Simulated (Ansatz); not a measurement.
Rock-salt MgS, treated with PBE in Ansatz (plane waves, PAW).

The same calculation (at the measured cell, 17.609 Å³/atom) with different numerical settings:

| run | k mesh | high-frequency dielectric constant | static dielectric constant | TO(Γ) frequency (cm⁻¹) |
|---|---|---|---|---|
| 1 | 4×4×4 | 5.042 | 15.229 | 232.0 |
| 2 | 6×6×6 | 5.329 | 15.349 | 234.1 |
| 3 | 8×8×8 | 5.395 | 15.402 | 234.3 |
| 4 | 12×12×12 | 5.412 | 15.418 | 234.3 |
| 5 | 16×16×16 | 5.413 | 15.419 | 234.3 |
| 6 | 20×20×20 | 5.413 | 15.419 | 234.3 |

In the column high-frequency dielectric constant the first row differs from the last by -0.371 and the next to last by 0.000.

The last row is no converged limit: other settings stay fixed.

Note: the run warned that the k mesh is coarse for the response to a field.

Ansatz is a quantum-chemistry and plane-wave program.
